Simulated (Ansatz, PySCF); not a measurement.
This PySCF input computes a CCSD(T)/cc-pVDZ energy:

```python
from pyscf import gto, scf, mp, cc as ccmod

mol = gto.M(
    atom='''
    O    -1.08887154   -0.44118669   -0.01223018
    C    -0.05027312    0.20044672    0.00177486
    O     1.16824354    0.12471821    0.00942801
    H    -0.33333734    1.32906756    0.01176824
    ''',
    basis='cc-pvdz',
    charge=0,
    spin=1,
    verbose=4,
)

mf = scf.UHF(mol)
mf.conv_tol = 1e-10
mf.max_cycle = 100
mf.kernel()
mo, _, stable, _ = mf.stability(return_status=True)
if not stable:
    mf.kernel(mf.make_rdm1(mo, mf.mo_occ))
mp2 = mp.MP2(mf, frozen=3).run()
cc = ccmod.CCSD(mf, frozen=3)
cc.max_cycle = 100
cc.kernel()
et = cc.ccsd_t()
print(f'E(CCSD(T)) = {cc.e_tot + et:.9f}')
```

Task: Write an input for the same energy in Ansatz (a quantum-chemistry and plane-wave program) and say what it gives.

Result: 
Ansatz 0.2 input:
```yaml
crystal:
  periodic: [false, false, false]
  atoms:
    - {symbol: O, position_ang: [-1.08887154, -0.44118669, -0.01223018]}
    - {symbol: C, position_ang: [-0.05027312, 0.20044672, 0.00177486]}
    - {symbol: O, position_ang: [1.16824354, 0.12471821, 0.00942801]}
    - {symbol: H, position_ang: [-0.33333734, 1.32906756, 0.01176824]}
basis:
  gaussian:
    orbitals: cc-pVDZ
magnetization: {spin_polarized: true, initial_magnetization: 1}
correlation: {method: ccsd_t, electrons: outside_noble_gas}
```
It gives -188.62526 Eh, and PySCF -188.62298 Eh, a difference of 2.28 mEh. That is more than fitting and grids explain: the two runs ended on different electronic states or use different definitions.

It need not be the lowest isomer of its formula.
